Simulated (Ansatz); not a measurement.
**AlSi, quartet: reading a ladder of total energies**

Geometry: a point of a stretch scan, not a stationary point.

```xyz
2

Si    0.0000    0.0000    0.0000
Al    0.0000    0.0000    1.9590
```

Basis cc-pVDZ; Ansatz 0.2.0. Only valence electrons are correlated (noble-gas cores frozen), which leaves 7 electrons in 26 orbitals. Prefix R: restricted or restricted open-shell reference; prefix U: unrestricted.

Full CI is exact within this basis and frozen core; it isn't the basis-set limit. The frozen core follows each run's orbitals, which can shift R against U totals by a few meV.

Runs differ by some tens of microhartree through their thresholds and, for an open shell, their frozen cores, so steps under 0.1 kcal/mol mean nothing.

```csv
level,total energy (hartree)
UHF,-530.717744
UMP2,-530.818418
UCCSD,-530.845917
UCCSD(T),-530.851838
UCCSDT,-530.853206
UCCSDT(Q),-530.853636
full CI,-530.853688
```

What is the correlation energy at full CI, and what share of it do UMP2 and UCCSD recover?

E(corr) = -530.853688 − (-530.717744) = -0.135944 hartree = -3.699 eV. UMP2: -0.100674 / -0.135944 = 74.06 %. UCCSD: -0.128173 / -0.135944 = 94.28 %.

By how many kcal/mol does UCCSD(T) miss full CI (1 hartree = 627.509 kcal/mol), and which steps make up the rest?

-530.851838 − (-530.853688) = 0.001850 hartree = 1.16 kcal/mol. Steps: UCCSDT − UCCSD(T) = -0.86, UCCSDT(Q) − UCCSDT = -0.27, full CI − UCCSDT(Q) = -0.03 kcal/mol. Differences between like states or geometries often cancel part of this.
